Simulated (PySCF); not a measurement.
All of these have the formula C3H5NO. Method: TDDFT wB97X-D/def2-SVPD, vertical, gas phase, core orbitals frozen in the response in PySCF. Geometries: GFN2-xTB; one conformer of each isolated species. Triplets are in the Tamm–Dancoff approximation.

A. `C=NC(C)=O`
B. `CO[C@@H]1C=N1`
C. `[H]/N=C(/C)C=O`
D. `C1(=NC1)OC`

Lowest singlet levels (six at most, fewer where fewer were computed) with oscillator strengths:

1. 4.61 eV (f 0.001); 5.30 eV (f 0.006); 6.08 eV (f 0.006); 7.16 eV (f 0.105); 7.68 eV (f 0.049); 8.29 eV (f 0.230); T1 4.07 eV
2. 3.34 eV (f 0.001); 4.52 eV (f 0.001); 6.36 eV (f 0.124); 7.30 eV (f 0.000); 7.68 eV (f 0.010); 7.75 eV (f 0.000); T1 2.79 eV
3. 6.38 eV (f 0.000); 7.42 eV (f 0.048); 7.50 eV (f 0.003); 7.86 eV (f 0.092); 8.36 eV (f 0.037); 8.53 eV (f 0.037); T1 5.21 eV
4. 4.93 eV (f 0.001); 6.36 eV (f 0.001); 7.72 eV (f 0.044); 8.05 eV (f 0.011); 8.21 eV (f 0.002); 8.25 eV (f 0.010); T1 4.29 eV

**Question.** Which spectrum belongs to which structure?

**Answer.** 1 = A, 2 = C, 3 = D, 4 = B.
- A: S1 at 4.61 eV, HOMO→LUMO (79%), HOMO-1→LUMO (18%); Löwdin shares by element: HOMO oxygen 50%, nitrogen 22%, carbon 16% or more; LUMO carbon 40% or more, nitrogen 35%, hydrogen 15% or more; HOMO -9.34 and LUMO 0.68 eV.
- B: S1 at 4.93 eV, HOMO→LUMO (92%); Löwdin shares by element: HOMO nitrogen 35%, carbon 34% or more, oxygen 21%; LUMO carbon 48% or more, nitrogen 40%, hydrogen 9% or more; HOMO -9.54 and LUMO 1.14 eV.
- C: S1 at 3.34 eV, HOMO→LUMO (92%); Löwdin shares by element: HOMO nitrogen 35%, carbon 25% or more, oxygen 22% (atoms not listed hold the other 18%); LUMO carbon 46% or more, oxygen 25%, nitrogen 20%; HOMO -9.60 and LUMO -0.67 eV; point group Cs, 2 of its 6 listed states under f = 0.0005.
- D: S1 at 6.38 eV, HOMO-1→LUMO+1 (98%); Löwdin shares by element: HOMO nitrogen 40%, carbon 29% or more, oxygen 17%; LUMO carbon 51% or more, oxygen 12%, hydrogen 10% or more (atoms not listed hold the other 26%); HOMO -9.59 and LUMO 2.26 eV; point group Cs, 1 of its 6 listed states under f = 0.0005.
